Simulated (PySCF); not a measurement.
benzene cation (C6H6), SMILES c1ccccc1 (connectivity only; charge and spin as stated), charge +1, multiplicity 2.

Geometry: r2SCAN-D4/def2-SVP. The spin state was assumed, not searched.

These are r2SCAN-D4/def2-SVP run with PySCF values and carry that method's errors.

Harmonic, unscaled wavenumbers; measured fundamentals usually lie a few per cent lower.

| mode | ν (cm⁻¹) | IR (km/mol) | moving atoms (share of kinetic energy) |
|---|---|---|---|
| 1 | 283 | 3.3 | C 60 %, H 40 % |
| 2 | 290 | 0.0 | C 97 % |
| 3 | 340 | 0.0 | C 71 %, H 29 % |
| 4 | 379 | 0.0 | H 56 %, C 44 % |
| 5 | 599 | 0.0 | C 91 %, H 9 % |
| 6 | 672 | 84.5 | H 91 %, C 9 % |
| 7 | 779 | 0.0 | H 80 %, C 20 % |
| 8 | 893 | 0.0 | H 53 %, C 47 % |
| 9 | 965 | 0.0 | C 61 %, H 39 % |
| 10 | 966 | 22.6 | C 60 %, H 40 % |
| 11 | 984 | 0.0 | C 90 %, H 10 % |
| 12 | 992 | 5.6 | H 62 %, C 38 % |
| 13 | 1002 | 0.0 | C 89 %, H 11 % |
| 14 | 1017 | 0.0 | H 71 %, C 29 % |
| 15 | 1029 | 0.0 | H 69 %, C 31 % |
| 16 | 1069 | 12.3 | H 57 %, C 43 % |
| 17 | 1183 | 1.4 | H 98 % |
| 18 | 1200 | 0.0 | H 90 %, C 10 % |
| 19 | 1359 | 0.0 | H 69 %, C 31 % |
| 20 | 1365 | 0.0 | H 76 %, C 24 % |
| 21 | 1436 | 126.2 | H 58 %, C 42 % |
| 22 | 1441 | 19.1 | C 82 %, H 18 % |
| 23 | 1543 | 68.1 | C 72 %, H 28 % |
| 24 | 1680 | 0.0 | C 91 %, H 9 % |
| 25 | 3200 | 4.3 | H 92 %, C 8 % |
| 26 | 3204 | 0.0 | H 92 %, C 8 % |
| 27 | 3214 | 0.0 | H 92 %, C 8 % |
| 28 | 3216 | 16.6 | H 91 %, C 9 % |
| 29 | 3224 | 27.8 | H 91 %, C 9 % |
| 30 | 3226 | 0.0 | H 91 %, C 9 % |
